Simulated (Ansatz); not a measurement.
# F2H6Si: the cost of one run

Computed with Ansatz 0.2.0, Gaussian basis. Level: PBE0-D4/def2-SVP.

## (1) The starting structure

The start, a first-order saddle point found at PBE0-D4 in triple zeta: 9 atoms, charge 0, spin multiplicity 1.

Atoms are counted from 1 here; the program's logs count them from 0.

Bond lengths: Si1–H2 1.669 Å, Si1–H3 1.504 Å, Si1–H4 1.477 Å, Si1–H5 1.477 Å, H6–F7 1.170 Å, H6–F9 1.105 Å. Angles: H2–Si1–H3 78.9°, H2–Si1–H4 117.8°, H2–Si1–H5 117.7°, H3–Si1–H4 102.2°, H3–Si1–H5 102.2°, H4–Si1–H5 122.4°, F7–H6–F9 157.0°.

Coordinates:

```xyz
9

Si   -0.8059   -0.3278   -0.4659
H     0.1406   -0.7258    0.8494
H    -1.5170   -1.5504    0.0443
H    -0.3493   -0.7673   -1.8004
H    -1.8266    0.7247   -0.2843
H     1.2591    1.0575    0.1906
F     0.4482    1.1012   -0.6516
H     0.8746   -0.1791    1.0327
F     1.7765    0.6672    1.0854
```

## (2) The run

The input, md/in.yaml:

```yaml
crystal:
  periodic: [false, false, false]
  atoms:
    - {symbol: Si, position_ang: [-0.805891, -0.327831, -0.465891]}
    - {symbol: H, position_ang: [0.140637, -0.725822, 0.849364]}
    - {symbol: H, position_ang: [-1.517042, -1.550423, 0.044319]}
    - {symbol: H, position_ang: [-0.349326, -0.767344, -1.800437]}
    - {symbol: H, position_ang: [-1.826596, 0.724691, -0.284291]}
    - {symbol: H, position_ang: [1.259123, 1.057459, 0.190644]}
    - {symbol: F, position_ang: [0.448169, 1.101238, -0.651618]}
    - {symbol: H, position_ang: [0.874566, -0.179098, 1.032652]}
    - {symbol: F, position_ang: [1.776460, 0.667230, 1.085357]}
basis:
  gaussian: {orbitals: def2-SVP}
hamiltonian: {xc: pbe0, dispersion: d4}
md: {n_steps: 30, timestep: 0.75, temperature: 500, ensemble: nvt_langevin, seed: 526, friction: 0.002, initial_velocities: maxwell_boltzmann}
```

Run with:

```
> ansatz run in.yaml --threads 2 --pin off --events-out ev --progress --plain --max-ram 4352MiB
```

**Question.** How long does this run take on 2 threads of Intel Xeon Platinum 8259CL at 2.50GHz, shared host?

About 41 s.
